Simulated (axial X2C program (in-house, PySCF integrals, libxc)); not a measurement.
## Outer orbitals of AlS⁺ at 2.200 Å, HF

All values were computed with an axial X2C code built on PySCF integrals. Spin-free means the one-electron spin-free X2C Hamiltonian; two-component (2c) means X2C with spin–orbit coupling and atomic mean-field two-electron Coulomb and Gaunt terms, so the difference of the two also holds small scalar two-electron terms. Basis: S dyall-av3z [9s8p3d2f], Al dyall-v3z [8s8p2d1f] (cores contracted in-house); Gaussian nuclei, density fitting, unrestricted open shells. Masses: S 31.972 u, Al 26.982 u.

The distance is close to the 2c PBE0 minimum; the highest filled and lowest empty levels are listed.

Spin-free orbitals, state M_S = 1, Λ = 1 (beyond evenly filled blocks: σα, π+α, π+β, π-α) (Löwdin shares):

```
symmetry  occupied  ε (eV)             atomic character
      σα       yes  -32.63    77% S s, 9% Al p, 6% Al d
      σβ       yes  -28.84   75% S s, 10% Al p, 7% Al s
      σα       yes  -20.49    57% S p, 33% Al s, 6% S s
      σβ       yes  -18.12    58% S p, 26% Al s, 8% S s
     π-α       yes  -17.81    88% S p, 5% Al p, 5% Al d
     π+α       yes  -17.81    88% S p, 5% Al p, 5% Al d
      σα       yes  -16.66  36% Al p, 31% Al s, 27% S p
     π+β       yes  -15.88    84% S p, 8% Al p, 6% Al d
      σβ        no   -6.99  39% Al s, 29% Al p, 20% S p
     π-β        no   -6.52   63% S p, 30% Al p, 4% Al d
     π+α        no   -5.22   77% Al p, 10% S d, 6% Al d
     π-α        no   -5.22   77% Al p, 10% S d, 6% Al d
```

Spinors with spin–orbit coupling (state Ω = 2):

```json
{"ω": "1/2", "occupied": "yes", "ε (eV)": "-32.62", "atomic character": "77% S s, 9% Al p, 6% Al d", "λ mixture": "100% σ"}
{"ω": "-1/2", "occupied": "yes", "ε (eV)": "-28.84", "atomic character": "75% S s, 10% Al p, 7% Al s", "λ mixture": "100% σ"}
{"ω": "1/2", "occupied": "yes", "ε (eV)": "-20.49", "atomic character": "57% S p, 33% Al s, 6% S s", "λ mixture": "100% σ"}
{"ω": "-1/2", "occupied": "yes", "ε (eV)": "-18.12", "atomic character": "59% S p, 26% Al s, 8% S s", "λ mixture": "98% σ, 2% π"}
{"ω": "-1/2", "occupied": "yes", "ε (eV)": "-17.83", "atomic character": "87% S p, 5% Al p, 5% Al d", "λ mixture": "98% π, 2% σ"}
{"ω": "3/2", "occupied": "yes", "ε (eV)": "-17.77", "atomic character": "88% S p, 5% Al p, 5% Al d", "λ mixture": "100% π"}
{"ω": "1/2", "occupied": "yes", "ε (eV)": "-16.65", "atomic character": "36% Al p, 31% Al s, 27% S p", "λ mixture": "100% σ"}
{"ω": "1/2", "occupied": "yes", "ε (eV)": "-15.91", "atomic character": "84% S p, 8% Al p, 6% Al d", "λ mixture": "100% π"}
{"ω": "-1/2", "occupied": "no", "ε (eV)": "-6.99", "atomic character": "38% Al s, 29% Al p, 20% S p", "λ mixture": "100% σ"}
{"ω": "-3/2", "occupied": "no", "ε (eV)": "-6.51", "atomic character": "63% S p, 30% Al p, 4% Al d", "λ mixture": "100% π"}
{"ω": "-1/2", "occupied": "no", "ε (eV)": "-5.23", "atomic character": "77% Al p, 10% S d, 6% Al d", "λ mixture": "100% π"}
{"ω": "3/2", "occupied": "no", "ε (eV)": "-5.21", "atomic character": "76% Al p, 10% S d, 6% Al d", "λ mixture": "100% π"}
```

Mulliken charges and populations of the two-component result (they depend on the basis, above all on diffuse functions):

S 0.14 e (s 5.89 p 9.92 d 0.05), Al 0.86 e (s 5.38 p 6.65 d 0.10 f 0.02). ⟨Lz⟩ = 1.00 ħ and ⟨Sz⟩ = 1.00 ħ (0.68 and 0.32 on the two atoms), which add up to Ω.

The state is one determinant whose occupation by symmetry is held fixed; it was picked as the lowest of a PBE0 search that is not exhaustive. Other states lie close and PBE0, whose exact exchange favours high spin, may order them wrongly; the determinant shown need not be the ground state. The nearest other spin-free determinant of the search, M_S = 0, Λ = 1, lies 0.11 eV up at the distance of the search. With several unpaired electrons one determinant need not be a pure state. A state of lower Ω lies just above, and one determinant can place such states too high, so the state shown need not be the lowest. The search has Ω = 1 only 0.11 eV up. Open-shell Ω = 0 determinants with evenly filled partner blocks cannot be reached by this program, so the Ω shown need not be the lowest component.
